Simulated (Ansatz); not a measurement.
**fcc Ag**

These are r²SCAN (Ansatz, a quantum-chemistry and plane-wave program, plane waves, PAW) values and carry that method's errors.

Numerical settings: plane-wave cutoff 500 eV, 8×20×1 k mesh (along the axes of the cell as run), Fermi–Dirac smearing 0.1 eV, scalar-relativistic PAW data made under PBE.

Cell: relaxed at this level.

* **surface energy of the (211) face**: 1.04 J/m²
* **work function of the (211) face**: 4.20 eV

The slab of 24 atoms is relaxed and unreconstructed.
